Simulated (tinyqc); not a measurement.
Coupled-perturbed Hartree-Fock on RHF in the sto-6g basis, for BH2+, spin multiplicity 1, step by step. One step of it, computed by the program tinyqc.

Problem. Coupled step 2. U_ai = -(mu_ai + sum_bj [4 (ai|bj) - (ab|ij) - (aj|bi)] U_bj) / (e_a - e_i); alpha = -4 sum U_ai mu_ai.

U after step 1:
```
           i1         i2         i3
a4   0.000061   0.006655  -0.950752
a5   0.000000   0.000000   0.000000
a6   0.001818  -0.025960  -1.546098
a7  -0.016406   0.536281  -0.154028
```

dipole integrals <a|y|i> (bohr):
```
           i1         i2        i3
a4  -0.000326  -0.000586  0.424597
a5   0.000000   0.000000  0.000000
a6  -0.011870   0.026825  1.168352
a7   0.097717  -0.505036  0.121766
```

orbital energies (hartree): MO1 -8.016818, MO2 -0.920573, MO3 -0.774681, MO4 -0.221174, MO5 -0.151065, MO6 0.115471, MO7 0.210591

Two-electron integrals over orbitals (pq|rs), unique and non-zero (hartree):
```
(11|11) 2.904119    (21|11) -0.263590   (21|21) 0.038810    (22|11) 0.618293
(22|21) -0.009134   (22|22) 0.457739    (31|11) -0.009473   (31|21) 0.001106
(31|22) -0.001348   (31|31) 0.008691    (32|11) 0.001841    (32|21) -0.000703
(32|22) -0.010308   (32|31) 0.013584    (32|32) 0.134286    (33|11) 0.534642
(33|21) -0.003281   (33|22) 0.443945    (33|31) 0.000736    (33|32) 0.007235
(33|33) 0.461166    (41|11) 0.148875    (41|21) -0.020061   (41|22) 0.011877
(41|31) -0.000831   (41|32) 0.000055    (41|33) 0.005349    (41|41) 0.026720
(42|11) -0.096852   (42|21) 0.006825    (42|22) 0.009299    (42|31) 0.000202
(42|32) -0.001242   (42|33) 0.014692    (42|41) 0.012105    (42|42) 0.074259
(43|11) -0.006558   (43|21) 0.000371    (43|22) -0.002855   (43|31) -0.002205
(43|32) 0.030040    (43|33) 0.001851    (43|41) 0.000459    (43|42) 0.002433
(43|43) 0.035906    (44|11) 0.689047    (44|21) -0.011239   (44|22) 0.435569
(44|31) -0.000254   (44|32) 0.001386    (44|33) 0.413289    (44|41) -0.009970
(44|42) -0.078289   (44|43) -0.004271   (44|44) 0.554630    (51|51) 0.021969
(52|51) 0.022047    (52|52) 0.075897    (53|51) 0.000799    (53|52) 0.002049
(53|53) 0.017772    (54|51) -0.011892   (54|52) -0.033679   (54|53) -0.001412
(54|54) 0.041697    (55|11) 0.743138    (55|21) -0.009167   (55|22) 0.466941
(55|31) -0.000312   (55|32) 0.000647    (55|33) 0.423125    (55|41) 0.004822
(55|42) -0.048917   (55|43) -0.003579   (55|44) 0.497347    (55|55) 0.587109
(61|11) 0.186057    (61|21) -0.029203   (61|22) 0.002253    (61|31) -0.002527
(61|32) -0.002064   (61|33) 0.000009    (61|41) 0.004702    (61|42) -0.014361
(61|43) -0.000164   (61|44) 0.016902    (61|55) 0.005145    (61|61) 0.029049
(62|11) -0.197469   (62|21) 0.006463    (62|22) -0.055008   (62|31) -0.000783
(62|32) -0.002764   (62|33) -0.014401   (62|41) -0.013940   (62|42) 0.004882
(62|43) 0.004094    (62|44) -0.050168   (62|55) -0.100742   (62|61) 0.002434
(62|62) 0.086592    (63|11) -0.035209   (63|21) 0.000917    (63|22) -0.013352
(63|31) -0.001377   (63|32) 0.062422    (63|33) -0.000263   (63|41) -0.000513
(63|42) 0.006561    (63|43) 0.032817    (63|44) -0.013431   (63|55) -0.018441
(63|61) -0.000304   (63|62) 0.015269    (63|63) 0.077586    (64|11) -0.099851
(64|21) -0.000022   (64|22) -0.027549   (64|31) 0.001014    (64|32) 0.008891
(64|33) -4.38e-06   (64|41) -0.003037   (64|42) 0.014469    (64|43) 0.002220
(64|44) -0.051568   (64|55) -0.051855   (64|61) 0.002151    (64|62) 0.051284
(64|63) 0.014360    (64|64) 0.041978    (65|51) -0.014861   (65|52) -0.046809
(65|53) -0.003681   (65|54) 0.009066    (65|65) 0.037907    (66|11) 0.593652
(66|21) -0.007044   (66|22) 0.456028    (66|31) 0.001802    (66|32) 0.026181
(66|33) 0.451708    (66|41) 0.020047    (66|42) 0.049068    (66|43) 0.012431
(66|44) 0.402937    (66|55) 0.436246    (66|61) -0.006039   (66|62) -0.041218
(66|63) 0.016335    (66|64) -0.012733   (66|66) 0.512416    (71|11) 0.025725
(71|21) -0.004453   (71|22) -0.000962   (71|31) 0.012705    (71|32) 0.018487
(71|33) 0.001266    (71|41) 0.000800    (71|42) -0.001697   (71|43) -0.003637
(71|44) 0.002194    (71|55) 0.000685    (71|61) 0.001558    (71|62) -0.001302
(71|63) -0.002129   (71|64) 0.001723    (71|66) 0.002323    (71|71) 0.019672
(72|11) -0.032810   (72|21) 0.000819    (72|22) -0.007112   (72|31) 0.008376
(72|32) -0.009863   (72|33) -0.002470   (72|41) -0.001702   (72|42) 0.003914
(72|43) -0.033920   (72|44) -0.010144   (72|55) -0.016316   (72|61) -0.001463
(72|62) 0.007968    (72|63) -0.047481   (72|64) 0.006773    (72|66) -0.013708
(72|71) 0.011775    (72|72) 0.056499    (73|11) 0.222592    (73|21) -0.005507
(73|22) 0.047492    (73|31) 0.000012    (73|32) 0.009010    (73|33) 0.024701
(73|41) -0.000040   (73|42) -0.056805   (73|43) -0.000320   (73|44) 0.096809
(73|55) 0.112721    (73|61) 0.005403    (73|62) -0.069549   (73|63) -0.008517
(73|64) -0.048136   (73|66) 0.002657    (73|71) 0.000952    (73|72) -0.016956
(73|73) 0.111003    (74|11) -0.009827   (74|21) 0.000199    (74|22) 0.002475
(74|31) -0.008180   (74|32) -0.071906   (74|33) -0.004766   (74|41) -0.000471
(74|42) 0.000710    (74|43) -0.003582   (74|44) -0.005222   (74|55) -0.004779
(74|61) 0.001843    (74|62) 0.006675    (74|63) -0.043647   (74|64) -0.003301
(74|66) -0.016498   (74|71) -0.011624   (74|72) 0.006630    (74|73) -0.010472
(74|74) 0.058561    (75|51) -0.002055   (75|52) -0.006916   (75|53) 0.016119
(75|54) 0.001515    (75|65) 0.002702    (75|75) 0.018736    (76|11) -0.000755
(76|21) 0.000303    (76|22) 0.010166    (76|31) -0.008560   (76|32) -0.107527
(76|33) -0.007484   (76|41) 0.002109    (76|42) 0.007368    (76|43) -0.043465
(76|44) -0.005172   (76|55) 0.000373    (76|61) 0.000101    (76|62) -0.005130
(76|63) -0.073625   (76|64) -0.010004   (76|66) -0.021788   (76|71) -0.011797
(76|72) 0.036514    (76|73) -0.012381   (76|74) 0.057760    (76|76) 0.114131
(77|11) 0.622765    (77|21) -0.007776   (77|22) 0.450800    (77|31) -0.002598
(77|32) -0.029278   (77|33) 0.460610    (77|41) 0.004384    (77|42) -0.002131
(77|43) -0.011712   (77|44) 0.444239    (77|55) 0.445990    (77|61) 0.005466
(77|62) -0.016425   (77|63) -0.024701   (77|64) -0.004300   (77|66) 0.453696
(77|71) -0.002460   (77|72) 0.006474    (77|73) 0.033106    (77|74) 0.015338
(77|76) 0.026784    (77|77) 0.496192
```

Give: U after step 2; polarisability.

Solution.

U after step 2:
```
         i1       i2       i3
a4   0.0001   0.0079  -1.0094
a5   0.0000   0.0000   0.0000
a6   0.0019  -0.0265  -1.5827
a7  -0.0175   0.5544  -0.1589
```

polarisability = 10.3178 bohr^3
